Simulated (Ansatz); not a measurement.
Write a Python script for the Ansatz DFT code, driven from Python that makes a geometry optimisation of C4H4N2, SMILES c1cnccn1. Level of theory: PBE, cc-pVDZ basis, multiplicity 1.

```xyz
10

C     0.5047   -1.0110   -0.7960
C    -0.5178   -1.2360    0.1431
N    -1.0336   -0.2780    0.9569
C    -0.3974    0.9644    0.7973
C     0.5008    1.2136   -0.1685
N     0.9854    0.2830   -0.9790
H     0.8629   -1.7393   -1.4591
H    -0.8898   -2.2099    0.2610
H    -0.8474    1.7461    1.4982
H     0.9153    2.2160   -0.2511
```

`c4h4n2_opt.py`:
```python
import ansatz
import numpy as np
import pandas as pd

GEOMETRY = """
C     0.50470   -1.01100   -0.79600
C    -0.51780   -1.23600    0.14310
N    -1.03360   -0.27800    0.95690
C    -0.39740    0.96440    0.79730
C     0.50080    1.21360   -0.16850
N     0.98540    0.28300   -0.97900
H     0.86290   -1.73930   -1.45910
H    -0.88980   -2.20990    0.26100
H    -0.84740    1.74610    1.49820
H     0.91530    2.21600   -0.25110
"""

system = ansatz.Crystal.molecule()
for line in GEOMETRY.strip().splitlines():
    symbol, *xyz = line.split()
    system = system.atom(symbol, [float(v) for v in xyz])

model = (
    system.calculation()
    .basis(gaussian="cc-pVDZ")
    .functional("pbe")
    .accuracy("medium")
)
symbols = [site.symbol for site in system.cartesian_sites]
start = np.array([site.position_ang for site in system.cartesian_sites], dtype=float)
def progress(event):
    if event["event"] == "relax_step":
        row = event["data"]
        print(f"step {row['step']:3d}  E = {row['lagrangian_ev']:.6f} eV  max force {row['allowed_force_max_ev_ang']:.4f} eV/A")


rep = model.relax(force_tolerance=0.02).session().plan().execute(on_event=progress).report
end = np.array(rep["positions_ang"])

for key in ("converged", "free_energy_ev", "reference_energy_ev", "n_frozen", "n_occupied", "n_virtual"):
    print(f"{key:22s} {rep[key]}")

print("bond        before    after (A)")
for i, j in [(0, 1), (0, 5), (0, 6), (1, 2), (1, 7), (2, 3), (3, 4), (3, 8), (4, 5), (4, 9)]:
    d0, d1 = (np.linalg.norm(xyz[i] - xyz[j]) for xyz in (start, end))
    print(f"{symbols[i]}{i}-{symbols[j]}{j}".ljust(10), f"{d0:8.4f} {d1:8.4f}")
for i, j, k in [(1, 0, 5), (1, 0, 6), (5, 0, 6), (0, 1, 2), (0, 1, 7), (2, 1, 7), (1, 2, 3), (2, 3, 4)]:
    u, v = end[i] - end[j], end[k] - end[j]
    print(f"angle {symbols[i]}{i}-{symbols[j]}{j}-{symbols[k]}{k}: {np.degrees(np.arccos(np.clip(u @ v / np.linalg.norm(u) / np.linalg.norm(v), -1, 1))):.2f} deg")

charges = rep["charge_distribution"]
table = pd.DataFrame({"atom": symbols, "mulliken": charges["mulliken_charges_e"], "lowdin": charges["lowdin_charges_e"]})
print(table.round(3).to_string())
print("dipole (e A):", np.round(charges["dipole_moment_e_ang"], 4) + 0.0)
with open("c4h4n2_opt.xyz", "w") as handle:
    handle.write(f"{len(symbols)}\nrelaxed C4H4N2\n")
    handle.writelines(f"{s:2s} {x:11.6f} {y:11.6f} {z:11.6f}\n" for s, (x, y, z) in zip(symbols, end))
```

Running `python c4h4n2_opt.py` prints:
```text
step   1  E = -7183.772026 eV  max force 4.1829 eV/A
step   2  E = -7184.108423 eV  max force 1.4292 eV/A
step   3  E = -7184.191071 eV  max force 0.1525 eV/A
step   4  E = -7184.193624 eV  max force 0.0807 eV/A
step   5  E = -7184.194034 eV  max force 0.0115 eV/A
converged              True
free_energy_ev         -7184.194061928068
reference_energy_ev    -7184.194061928068
n_frozen               0
n_occupied             [21, 21]
n_virtual              [83, 83]
bond        before    after (A)
C0-C1        1.4064   1.4045
C0-N5        1.3925   1.3469
C0-H6        1.0481   1.1037
C1-N2        1.3587   1.3469
C1-H7        1.0492   1.1037
N2-C3        1.4049   1.3470
C3-C4        1.3422   1.4044
C3-H8        1.1423   1.1037
C4-N5        1.3258   1.3470
C4-H9        1.0879   1.1037
angle C1-C0-N5: 122.43 deg
angle C1-C0-H6: 120.89 deg
angle N5-C0-H6: 116.67 deg
angle C0-C1-N2: 122.43 deg
angle C0-C1-H7: 120.89 deg
angle N2-C1-H7: 116.68 deg
angle C1-N2-C3: 115.14 deg
angle N2-C3-C4: 122.43 deg
  atom  mulliken  lowdin
0    C     0.060  -0.128
1    C     0.060  -0.128
2    N    -0.145   0.229
3    C     0.060  -0.128
4    C     0.060  -0.128
5    N    -0.145   0.229
6    H     0.012   0.014
7    H     0.012   0.014
8    H     0.012   0.014
9    H     0.012   0.014
dipole (e A): [0. 0. 0.]
```

It writes `c4h4n2_opt.xyz`:
```text
10
relaxed C4H4N2
C     0.482276   -0.957134   -0.808731
C    -0.504658   -1.229572    0.152658
N    -0.992386   -0.281544    0.975797
C    -0.465235    0.946830    0.809661
C     0.520915    1.219454   -0.152361
N     1.008988    0.271306   -0.975254
H     0.864371   -1.753864   -1.470063
H    -0.919274   -2.246042    0.266698
H    -0.846466    1.743289    1.471783
H     0.934570    2.236176   -0.267388
```

What to keep in mind:
- These settings explore the input space; basis and method may be short of convergence.
- The end point is the stationary point reached from this start; no frequency run checks that it is a minimum, and the basis set is modest.
- The Löwdin charges here are taken after orthogonalising the functions within each atom; they differ from plain Löwdin charges, and their signs can be unphysical.
- Finished in 23 s on 1 thread of Arm Neoverse V2, on a shared host, peak memory 0.26 GiB.

(Lines on the test bed's own set-up are left out of the output.)
